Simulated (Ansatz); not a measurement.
Results of HSE06+SOC (Ansatz, a quantum-chemistry and plane-wave program, PAW) for zinc-blende MgTe (metastable phase).

Input:

Ansatz 0.2 input:
```yaml
crystal:
  lattice:
    - [0.0, -3.21, 3.21]
    - [3.21, -3.21, 0.0]
    - [3.21, 0.0, 3.21]
  atoms:
    - { symbol: Mg, position: [0.0, 0.0, 0.0] }
    - { symbol: Te, position: [0.25, 0.25, 0.25] }
basis:
  ecutwfc: 460
  ecutrho_ratio: 4
  xc_grid: 2
kpoints:
  mp_grid: { grid: [6, 6, 6] }
hamiltonian:
  xc: hse06
  dispersion: none
  pseudopotentials: { kind: paw }
scf:
  occupations: { method: fermi_dirac, width: 0.01 }
  convergence: { dr2_threshold: 0.0000000002 }
output:
  forces: true
  stress: true
  eigenvalues: true
magnetization:
  noncollinear: true
  spin_orbit: true
```

Excerpt of the program's output:

```
WARN output.stress: scf.exx.energy_threshold = 1e-6 eV is looser than the 2e-8 eV advised for a stress under a hybrid functional (1e-8 eV for each atom of the …
Crystal: 2 atoms, lattice volume = 66.152 Å³
Basis set: ecut = 460 eV, 1459 PW (Γ), exchange–correlation on 64×64×64 points (8 copies of the dense FFT grid, shifted against one another)
Bands: 34, of which v1, the nominal top of the filled ones, is band 26 counted from 1 (25 counted from 0)
Symmetry: 24 space group operations + 24 with time reversal
k-points: 16 of 216 (time reversal used)
Initial density: superposition of atomic densities (chi_scale 0.1, normalization cell, long waves kept (reshape's long-wave potential 0.00 eV rms))
Crystal: 2 atoms, lattice volume = 66.152 Å³
Initial density: handed on by an earlier stage of this run
Crystal: 2 atoms, lattice volume = 66.152 Å³
SCF 3 converged in 6 iterations: F = -8908.387467 eV  dr2 = 1.54e-10
Free energy (F): -8908.387467 eV
Internal energy: -8908.387467 eV  (E = F + TS)
E sigma→0 (E₀):  -8908.387467 eV
Fermi energy:    5.794395 eV
--- Stress (GPa, compression-positive) ---
        0.800014       0.000000       0.000000
       -0.000000       0.800014      -0.000000
        0.000000      -0.000000       0.800014
  P = ⅓ Tr σ = 0.8000 GPa (8.000 kbar)
```

The PAW data were made under PBE.

Note: cell and atoms aren't relaxed at this level (pressure 0.8 GPa).
